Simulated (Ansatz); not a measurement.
One starting cell of Fe (a generated cell, Fe placed in the bcc structure type) was relaxed twice with Ansatz (plane waves, PAW, scalar-relativistic): with r2SCAN at 500 eV and with PBE at 420 eV. The r2SCAN result:

Space group Im-3m (No. 229); a = 2.865 Å, b = 2.865 Å, c = 2.865 Å, α = 90.00°, β = 90.00°, γ = 90.00°

```json
[
 {"atom": "Fe", "site": "2a", "symmetry": "m-3m", "x": "0.0000", "y": "0.0000", "z": "0.0000"}
]
```
(The calculation used a cell of 1 atom; values per cell refer to that cell.)

| quantity | r2SCAN | PBE |
|---|---|---|
| space group | Im-3m | Im-3m |
| volume (Å³/atom) | 11.76 | 11.35 |
| a (Å) | 2.865 | 2.832 |
| gap (eV, no spin-orbit coupling) | 0.00 | 0.00 |
| spin order | ferromagnetic | ferromagnetic |
| net moment (μB/atom) | 2.64 | 2.17 |

Both levels end in the same structure; PBE's volume is 3.5 % smaller. Neither column is exact.

Spin states reached: ferromagnetic; spin orders were not searched systematically. r2SCAN tends to overstate moments in metals.

Measured for Fe: a 2.853 Å (static lattice; corrected from measurement; as listed in Daniel Mejia-Rodriguez, S. B. Trickey, Phys. Rev. B (2018)). Computed minus measured — a: r2SCAN +0.4 %, PBE -0.8 %. The computed values are for a static lattice.

The run could not lose the symmetry of its start; a randomly shaken copy of 2 atoms returns to this structure.

Ansatz is a first-principles code.
